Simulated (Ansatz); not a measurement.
**C3H5FS: ladder of methods at one geometry**

A script is to give a ladder of methods at one geometry; the system is C3H5FS. SMILES: C=CSCF.

Computed with the Python package of Ansatz 0.2.0. The levels of theory stand in the script.

### 1 The system

Bond lengths: C1–C2 1.337 Å, C2–S3 1.728 Å, S3–C4 1.807 Å, C4–F5 1.359 Å, C1–H6 1.086 Å, C1–H7 1.085 Å, C2–H8 1.086 Å, C4–H9 1.093 Å, C4–H10 1.094 Å. Angles: C1–C2–S3 122.7°, C1–C2–H8 119.8°, S3–C2–H8 117.5°, C2–C1–H6 122.1°, C2–C1–H7 120.6°, H6–C1–H7 117.3°, C2–S3–C4 101.0°, S3–C4–F5 110.4°, S3–C4–H9 109.6°, S3–C4–H10 111.3°, F5–C4–H9 107.9°, F5–C4–H10 108.6°, H9–C4–H10 109.0°.

Input file c3h5fs.xyz:

```xyz
10

C    -1.22340    0.51670   -1.01200
C    -1.06490   -0.55590   -0.23040
S     0.44740   -1.37490   -0.06440
C     1.41630   -0.13570    0.82550
F     1.68130    0.92670    0.01990
H    -0.40100    0.94600   -1.57740
H    -2.19400    0.99190   -1.10800
H    -1.91850   -0.96750    0.30080
H     2.37110   -0.56920    1.13350
H     0.88550    0.22180    1.71230
```

### 2 Script

c3h5fs.py reads:

```python
"""One geometry of C3H5FS, method by method."""

from pathlib import Path
import logging
import sys

import ansatz as az
import numpy as np

logging.basicConfig(stream=sys.stdout, format="%(levelname)s:%(name)s:%(message)s")
log = logging.getLogger("run")
log.setLevel(logging.INFO)

params = {
    "basis_set": "def2-SVP",
}


def main() -> None:
    c3h5fs = az.Crystal.molecule_from_extxyz("c3h5fs.xyz")

    model = c3h5fs.calculation().basis(gaussian=params["basis_set"])

    log.info("functional    E (Ha)        dipole (D)   HOMO (eV)  LUMO (eV)")
    for name in ["r2scan0", "b3lyp", "r2scan", "revpbe", "pbe0"]:
        report = model.functional(name).forces().orbitals().run(threads=1, pin="off", runs_dir="runs").report
        lines = Path(report["orbitals_path"]).read_text().splitlines()
        field_of = lambda key: [line.split("=")[1].strip() for line in lines if line.startswith(key)]
        orbitals = [(27.211386 * float(e), s, float(n)) for e, s, n in zip(field_of("Ene="), field_of("Spin="), field_of("Occup="))]
        homo = max(e for e, _, n in orbitals if n > 0.5)
        lumo = min(e for e, _, n in orbitals if n < 0.5)
        dipole = 4.803205 * np.linalg.norm(report["charge_distribution"]["dipole_moment_e_ang"])
        log.info(f"{name:10s} {report['free_energy_ev'] / 27.211386246:14.6f} {dipole:9.3f} {homo:11.3f} {lumo:10.3f}")


if __name__ == "__main__":
    main()
```

### 3 What the engine is handed

The package turns the script's settings into the engine's input (first run):

```yaml
crystal:
  periodic: [false, false, false]
  atoms:
    - { symbol: C, position_ang: [-1.2234, 0.5167, -1.012] }
    - { symbol: C, position_ang: [-1.0649, -0.5559, -0.2304] }
    - { symbol: S, position_ang: [0.4474, -1.3749, -0.0644] }
    - { symbol: C, position_ang: [1.4163, -0.1357, 0.8255] }
    - { symbol: F, position_ang: [1.6813, 0.9267, 0.0199] }
    - { symbol: H, position_ang: [-0.401, 0.946, -1.5774] }
    - { symbol: H, position_ang: [-2.194, 0.9919, -1.108] }
    - { symbol: H, position_ang: [-1.9185, -0.9675, 0.3008] }
    - { symbol: H, position_ang: [2.3711, -0.5692, 1.1335] }
    - { symbol: H, position_ang: [0.8855, 0.2218, 1.7123] }
basis:
  gaussian:
    orbitals: def2-SVP
hamiltonian:
  xc: r2scan0
output:
  orbitals: {}
  forces: true
```

### 4 Launch

Command:

```
$ python c3h5fs.py
```

The log of the run:

```text
INFO:run:functional    E (Ha)        dipole (D)   HOMO (eV)  LUMO (eV)
INFO:run:r2scan0       -614.853065     1.475      -7.012     -0.488
INFO:run:b3lyp         -615.043364     1.345      -6.524     -0.715
INFO:run:r2scan        -614.882026     1.414      -5.870     -1.412
INFO:run:revpbe        -614.885932     1.297      -5.523     -1.467
INFO:run:pbe0          -614.650106     1.417      -6.821     -0.556
```

It took 41 s on 1 thread of Arm Neoverse N1, shared host; peak memory 0.28 GiB.

### 5 What changed from run to run

The engine's inputs for some of the other runs:

Run 2, against run 1:

```diff
@@ -18 +18 @@
-  xc: r2scan0
+  xc: b3lyp
```

Run 3, against run 1:

```diff
@@ -18 +18 @@
-  xc: r2scan0
+  xc: r2scan
```

Run 4, against run 1:

```diff
@@ -18 +18 @@
-  xc: r2scan0
+  xc: revpbe
```

### 6 Run by run

The 5 runs, in the order started:

```
run  functional  energy (eV)  SCF cycles  CPU time (s)
  1     r2scan0  -16731.0042          18            12
  2       b3lyp  -16736.1825          19             7
  3      r2scan  -16731.7923          20           9.9
  4      revpbe  -16731.8986          19           5.2
  5        pbe0  -16725.4814          18           6.8
```

Totals hang on method, basis and potentials, so only like runs compare.

The fields below are those of run 1.

### 7 Pictures from the orbitals

The fields below are evaluated on a grid from the run's orbitals.

Frontier orbitals at r2SCAN0/def2-SVP, with the share of their density that lies nearest to each atom:

```
orbital  energy (eV)                                                     lies on
   HOMO        -7.01                                             S3 69 %; C1 9 %
   LUMO        -0.49  C1, C2 about 28 % each; S3 10 %; H6, H7, H8 about 7 % each
```

ELF in a plane through or near 6 of the atoms.

Ten even steps from '0' (0.00) to '9' (1.00):
```
0000000000000000000000000000
0000000000000000000000000000
0000000000000000000000000000
0000000000000000000000000000
0000000013221002663000000000
0000000357764006997100000000
0000000368477107998211000000
0000000147477107998667520000
0000564336762003652899850000
0002999971241014633899850000
0002999981575355577444310000
0001899864675572535100000000
0000244111456665588400000000
0000000001577425999830000000
0000000003777312999850000000
0000000002565100689730000000
0000000000121000134100000000
0000000000000000000000000000
0000000000000000000000000000
0000000000000000000000000000
```
The map spans 10.6 Å across and 8.5 Å up, centred on the molecule. Atoms in the plane (x, y in Å): C1 (1.6, 0.4), C2 (1.0, -0.7), C4 (-1.6, 0.0), F5 (-1.4, 1.4), H8 (1.4, -1.6), H9 (-2.7, -0.1).

On the surface of density 0.002 e/bohr³ the electrostatic potential runs, from the 1st to the 99th percentile, from -0.95 V near F5 to 1.10 V near H9.

### 8 Outcome

| quantity | value |
| --- | --- |
| runs compared | 5 |
| HOMO-LUMO gap of the mean field (r2SCAN0/def2-SVP) | 6.52 eV |

What this shows: All 5 runs converged (18 to 20 cycles). The geometry is a force-field or estimated start, not a minimum of this method, and the basis set is short of its limit. A lower total doesn't mark the better method: functionals have no common bound, and MP2 and coupled cluster aren't variational. b3lyp holds the VWN-RPA fit, as in Gaussian; the form of ORCA and Turbomole is b3lyp5. Levels such as HOMO and LUMO are orbital energies: with these approximate functionals they aren't the ionisation energy and electron affinity, and their gap isn't the fundamental gap.
